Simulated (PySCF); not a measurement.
# NaS−: bond curves at several levels of theory

The task here is to estimate one member of a computed series from the others.

Method: Na def2-SVPD, S def2-SVPD, no relativity; program: PySCF 2.14.0.

Set-up of the first run:

A driver script around PySCF takes these settings:

```json
{
  "atoms": "Na, S",
  "charge": "-1",
  "basis": "Na def2-SVPD, S def2-SVPD",
  "Hamiltonian": "no relativity",
  "basis functions": "45",
  "electrons treated": "28",
  "masses in u": "22.9898, 31.9721",
  "levels": "PBE0, PBE, r²SCAN, revPBE, TPSS, BP86, HF, MP2, SCS-MP2, CCSD, CCSD(T)",
  "grid": "80 radial by 434 angular points",
  "occupations": "held fixed by the projection of orbital angular momentum",
  "dissociation limit": "Na + S−, each in its ground configuration",
  "starting distance in angstrom": "2.660",
  "values of 2S to try": "0, 2"
}
```

Steps of the session up to this table: Set-up; The PBE0 curve of the state that the search chose; Other states along the same grid; PBE (GGA); r²SCAN; revPBE (GGA); TPSS; BP86 (GGA); RHF (mean field); MP2 and coupled cluster.

One of the session's tables, all rows but one given; the rest of the session is left out.

It belongs to the step «The curves together». Energy (eV) from each level's lowest point:

```
R (Å)    RHF  RHF-MP2  RHF-SCS-MP2  RHF-CCSD  RHF-CCSD(T)
2.091  0.601    0.675        0.677       n/a          n/a
2.189  0.269    0.335        0.337     0.309        0.347
2.286  0.085    0.133        0.135     0.115        0.143
2.359  0.019    0.048        0.050     0.037        0.056
2.432  0.000    0.007        0.008     0.002        0.012
2.505  0.017    0.000        0.000     0.000        0.000
2.602  0.081    0.029        0.027     0.035        0.021
2.724      ?        ?            ?         ?            ?
2.870  0.394    0.246        0.228     0.245        0.197
3.064  0.667    0.464        0.423       n/a          n/a
```

Q: Estimate the row for R (Å) = 2.724 from the others.

Worked estimate for «RHF». A straight line through the neighbours (2.602, 0.081) and (2.870, 0.394) gives 0.081 + (0.394 − 0.081) × (2.724 − 2.602) / (2.870 − 2.602) = 0.223; a parabola fitted to 4 rows on both sides gives 0.213.

As computed: RHF: 0.207; RHF-MP2: 0.110; RHF-SCS-MP2: 0.102; RHF-CCSD: 0.118; RHF-CCSD(T): 0.087. In «RHF» the line misses by +0.016 and the parabola by +0.006.

State 2 has its PBE0 minimum 0.20 eV higher. State 4 has its PBE0 minimum 0.62 eV higher. The other levels ran on the lowest alone.
